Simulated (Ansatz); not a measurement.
# C2F3N: small, medium and large basis sets

An exercise on one series of results from a longer session: the logs are not shown, and one member is left open.

Computed with Ansatz 0.2.0, Gaussian basis. Level: one geometry, several basis sets.

The runs, in order: PBE0-D4/def2-SVP; ωB97M-V/def2-SVP; PBE0-D4/def2-QZVPP; ωB97M-V/def2-QZVPP; the functionals' def2-TZVPP values are taken from earlier runs.

## The relaxed structure

The geometry comes from an earlier relaxation with PBE0-D4 in a triple-zeta def2 set; it is a stationary point.

SMILES `N#CC(F)(F)F`, 6 atoms, charge 0, spin multiplicity 1.

Atoms are counted from 1 here; the program's logs count them from 0.

Bond lengths: N1–C2 1.146 Å, C2–C3 1.481 Å, C3–F4 1.326 Å, C3–F5 1.326 Å, C3–F6 1.326 Å. Angles: N1–C2–C3 180.0°, C2–C3–F4 110.1°, C2–C3–F5 110.1°, C2–C3–F6 110.1°, F4–C3–F5 108.8°, F4–C3–F6 108.8°, F5–C3–F6 108.8°.

The first run:

Input file in.yaml:

```yaml
crystal:
  periodic: [false, false, false]
  atoms:
    - {symbol: N, position_ang: [1.022130, -1.705059, 0.893480]}
    - {symbol: C, position_ang: [0.486220, -0.810585, 0.417797]}
    - {symbol: C, position_ang: [-0.206431, 0.345635, -0.197180]}
    - {symbol: F, position_ang: [-1.316024, -0.055843, -0.802304]}
    - {symbol: F, position_ang: [0.581487, 0.927020, -1.091459]}
    - {symbol: F, position_ang: [-0.525182, 1.234831, 0.733564]}
basis:
  gaussian: {orbitals: def2-SVP}
hamiltonian: {xc: pbe0, dispersion: d4}
output: {orbitals: {seedname: orbitals}}
```

Steps of the session up to this table: PBE0-D4 in def2-SVP; ωB97M-V in def2-SVP; PBE0-D4 in def2-QZVPP; ωB97M-V in def2-QZVPP.

One of the session's tables, all rows but one given; the rest of the session is left out.

It belongs to the step «Functionals by basis». 

| functional | basis | HOMO (eV) |
| --- | --- | --- |
| PBE0-D4 | def2-SVP | ? |
| PBE0-D4 | def2-TZVPP | -11.13 |
| PBE0-D4 | def2-QZVPP | -11.15 |
| ωB97M-V | def2-SVP | -13.45 |
| ωB97M-V | def2-TZVPP | -13.51 |
| ωB97M-V | def2-QZVPP | -13.53 |

Q: Estimate the row for PBE0-D4, def2-SVP from the others.

As computed: HOMO (eV): -11.10. In the column «HOMO (eV)» it is the highest.
